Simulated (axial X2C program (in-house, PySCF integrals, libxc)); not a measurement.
Working with the constants of NaAl⁺

A bond curve at the PBE0 level, 2c, was computed with an axial X2C code built on PySCF integrals (basis Al dyall-v3z [8s8p2d1f], Na dyall-v3z [9s8p4d2f] (cores contracted in-house)) for the state Ω = 1/2 (⟨Sz⟩ = 0.50, ⟨Lz⟩ = 0.00 at PBE0). Its fit gives Re = 3.3633 Å, ωe = 134.6 cm⁻¹, ωexe = 0.701 cm⁻¹ and αe = 1.153e-03 cm⁻¹; the masses are 26.9815 and 22.9898 u. Two-component means X2C with spin–orbit coupling and atomic mean-field Coulomb and Gaunt terms.

Problem. Find the reduced mass, Be and the force constant.

Solution. From the PBE0 values: μ = 12.4131 u. Be = 16.8576/(μ Re²) = 0.1201 cm⁻¹. k = 5.8918×10⁻⁷ μ ωe² = 0.133 mdyn/Å.

Problem. Where do the fundamental and the first overtone lie?

Solution. ν(1←0) = ωe − 2ωexe = 133.2 cm⁻¹; ν(2←0) = 2ωe − 6ωexe = 265.0 cm⁻¹.

Problem. Estimate De from a Morse curve and compare with the computed well depth of 1.006 eV to Al + Na+.

Solution. De(Morse) = ωe²/(4ωexe) = 0.801 eV against 1.006 eV computed, a ratio of 0.80. The extrapolation falls short: long-range attraction (ionic or ion–induced dipole) or a change of character along the curve can cause this.

Problem. Estimate the centrifugal constant by the Kratzer relation.

Solution. D = 4Be³/ωe² = 3.82e-07 cm⁻¹.

Problem. A Morse curve ties αe to the other constants (Pekeris). How well does that hold?

Solution. αe(Morse) = 6Be²/ωe × (√(ωexe/Be) − 1) = 9.100e-04 cm⁻¹; the PBE0 curve gives 1.153e-03 cm⁻¹, a ratio of 0.79.

The state is one determinant whose occupation by symmetry is held fixed; it was picked as the lowest of a PBE0 search that is not exhaustive. Dissociation energies refer to the lowest single-determinant-based atoms at the same level and basis. Density functionals use the spin component along the axis (collinear). The 2c atoms are single determinants rather than J levels; their spin–orbit lowering is only partly caught, and De is too large by that part. This holds for PBE0. The functionals have no current-density term, which raises determinants with orbital currents, atoms included.
